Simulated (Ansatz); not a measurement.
**LiB+ (quartet): the correlation ladder, def2-QZVPP**

The task here is to estimate one member of a computed series from the others.

Program: Ansatz 0.2.0, Gaussian basis. Level of theory: def2-QZVPP, core rule «outside noble gas», up to 2 orbitals frozen. These are calculated values, not measurements.

Plan: UHF; ROHF; CCSD(T) on UHF.

### The system

The geometry is a PBE0/def2-TZVP stationary point (not a proven minimum).

2 atoms, charge 1, spin multiplicity 4.

Atoms are counted from 1 here; the program's logs count them from 0.

No contacts short enough for the rule that draws bonds.

Set-up of the first run:

in.yaml reads:

```yaml
crystal:
  periodic: [false, false, false]
  atoms:
    - {symbol: B, position_ang: [0.000000, 0.000000, 0.000000]}
    - {symbol: Li, position_ang: [0.000000, 0.000000, 2.602600]}
basis:
  gaussian: {orbitals: "def2-QZVPP.json"}
total_charge: 1
magnetization: {spin_polarized: true, initial_magnetization: 3}
hamiltonian: {xc: hf}
output: {orbitals: {seedname: orbitals}}
```

The run is started by

```console
$ ansatz run in.yaml --threads 1 --pin off --events-out ev --progress --plain --max-ram 2393MiB
```

Steps of the session up to this table: UHF; ROHF; CCSD(T) on UHF.

One of the session's tables, all rows but one given; the rest of the session is left out.

| method | from UCCSD(T) (kcal/mol) |
| --- | --- |
| ROHF | +10.52 |
| UHF | ? |
| UMP2 | +3.07 |
| UCCSD | +0.07 |
| UCCSD(T) | 0 |

Estimate the missing values for UHF.

**Answer.** from UCCSD(T) (kcal/mol): +10.49. In the column «from UCCSD(T) (kcal/mol)» it lies between UMP2 (+3.07) and ROHF (+10.52).
